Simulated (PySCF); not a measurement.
These 6 structures share the formula C4H3FO. Theory: PBE0-D3(BJ)/def2-SVP geometry optimisation, gas phase in PySCF. Energies are electronic, without zero-point or thermal terms, for one conformer each. No frequencies were run at this level. Point groups hold within 0.08 Å.

**Question.** Order them by energy at this level, lowest first, and give relative energies in kcal/mol.
A. `[O:1]=[C:2]=[CH:3]/[CH:4]=[CH:5]\[F:6]` with C2–C3–C4–C5 179°
B. `[O:1]=[c:2]1[cH:3][c:4]1[CH2:5][F:6]` with C3–C4–C5–F6 0°
C. `O=C1C=C[C@@H]1F`
D. `Fc1ccco1`
E. `O=C1C=C(F)C1`
F. `[O:1]=[C:2]=[CH:3]/[CH:4]=[CH:5]/[F:6]` with C2–C3–C4–C5 180°

**Answer.** D (0.0), E (16.7), A (18.6), F (20.7), C (24.0), B (40.4).

As drawn, the highest has a three-membered ring, which the lowest lacks. Neighbours under 2.5 kcal/mol apart (O=C1C=C(F)C1 and O=C=C/C=C\F; O=C=C/C=C\F and O=C=C/C=C/F) can change places with a better method, another conformer or zero-point energy. O=C=C/C=C\F and O=C=C/C=C/F are stereoisomers, 2.1 kcal/mol apart in the conformers taken.

| SMILES | E (Eh) | E rel (kcal/mol) | dipole (D) | point group | A, B, C (MHz) |
| --- | --- | --- | --- | --- | --- |
| Fc1ccco1 | -328.66659 | 0.0 | 1.49 | Cs | 9295, 3718, 2656 |
| O=C1C=C(F)C1 | -328.64004 | 16.7 | 2.32 | Cs | 12381, 2510, 2116 |
| O=C=C/C=C\F | -328.63700 | 18.6 | 0.98 | Cs | 18361, 1519, 1403 |
| O=C=C/C=C/F | -328.63367 | 20.7 | 1.36 | Cs | 27857, 1296, 1238 |
| O=C1C=C[C@@H]1F | -328.62834 | 24.0 | 3.68 | C1 | 5585, 4100, 2533 |
| O=c1cc1CF | -328.60220 | 40.4 | 2.65 | Cs | 13328, 1946, 1717 |
